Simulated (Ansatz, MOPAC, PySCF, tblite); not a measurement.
Breaking a bond: SMILES [SiH3]C. The C2–H8 bond (C2 also carries H, H, Si; H8 carries nothing else) is varied alone, starting from the PBE0/def2-TZVP optimised geometry.

GFN2-xTB, 300 K electronic temperature (tblite); UKS-M06-2X/6-31G* = unrestricted M06-2X/6-31G*, spherical d (PySCF); PM3, restricted, heats of formation (MOPAC); UCCSD(T) = Ansatz (a first-principles code) with CCSD(T) on UHF/cc-pVDZ, frozen core.

Energies relative to the lowest point of each curve near equilibrium, in kcal/mol; the last columns give the difference from UCCSD(T):

| R / Å | GFN2-xTB | UKS-M06-2X/6-31G* | PM3 | UCCSD(T) | GFN2-xTB − UCCSD(T) | UKS-M06-2X/6-31G* − UCCSD(T) | PM3 − UCCSD(T) |
|---|---|---|---|---|---|---|---|
| 0.90 | 19.7 | 21.9 | 20.9 | 24.9 | -5.1 | -2.9 | -4.0 |
| 0.96 | 7.8 | 9.2 | 9.0 | 10.9 | -3.1 | -1.8 | -1.9 |
| 1.03 | 1.3 | 1.8 | 1.8 | 2.5 | -1.2 | -0.7 | -0.7 |
| 1.05 | 0.5 | 0.8 | 0.8 | 1.3 | -0.7 | -0.5 | -0.4 |
| 1.09 | 0.0 | 0.0 | 0.0 | 0.0 | 0.0 | 0.0 | 0.0 |
| 1.13 | 0.6 | 0.5 | 0.5 | 0.1 | 0.5 | 0.4 | 0.4 |
| 1.17 | 2.2 | 2.0 | 2.0 | 1.3 | 0.9 | 0.7 | 0.8 |
| 1.24 | 6.4 | 6.5 | 6.5 | 5.2 | 1.2 | 1.2 | 1.3 |
| 1.32 | 12.8 | 13.5 | 13.6 | 11.8 | 1.0 | 1.7 | 1.8 |
| 1.43 | 22.8 | 25.0 | 25.1 | 22.6 | 0.2 | 2.4 | 2.5 |
| 1.58 | 37.6 | 42.0 | 43.2 | 38.4 | -0.8 | 3.6 | 4.8 |
| 1.78 | 56.6 | 64.1 | 70.4 | 58.6 | -2.0 | 5.6 | 11.8 |
| 2.04 | 78.2 | 89.9 | 104.1 | 80.2 | -2.1 | 9.7 | 23.8 |
| 2.32 | 96.4 | 105.2 | 132.4 | 96.8 | -0.4 | 8.4 | 35.6 |
| 2.67 | 112.4 | 111.8 | 158.4 | 107.1 | 5.3 | 4.8 | 51.3 |
| 3.20 | 125.5 | — | 182.8 | 110.4 | 15.1 | — | 72.3 |

GFN2-xTB is furthest from UCCSD(T) at 3.20 (15.1 kcal/mol, above); its mean absolute difference over the points is 2.5 kcal/mol.

UKS-M06-2X/6-31G* is furthest from UCCSD(T) at 2.04 (9.7 kcal/mol, above); its mean absolute difference over the points is 3.0 kcal/mol.

PM3 is furthest from UCCSD(T) at 3.20 (72.3 kcal/mol, above); its mean absolute difference over the points is 13.4 kcal/mol.

A dash means that the run gave no value there, or that the column was ended at a point which the program doubted or which failed a test of continuity chosen for this set; such a test can also cut sound points.

The unrestricted solution behind UKS-M06-2X/6-31G* changes between 2.67 and 3.20 Å, which can leave a kink. The unrestricted determinant behind UKS-M06-2X/6-31G* is spin-contaminated at 2.32 to 2.67 Å (<S²> up to 0.9, against 0.00 for a pure singlet). The restricted form behind PM3 keeps the bonding electrons paired and can't separate into open-shell fragments. The unrestricted determinant behind UCCSD(T) is spin-contaminated at 1.78 to 3.20 Å (<S²> up to 1.0, against 0.00 for a pure singlet).
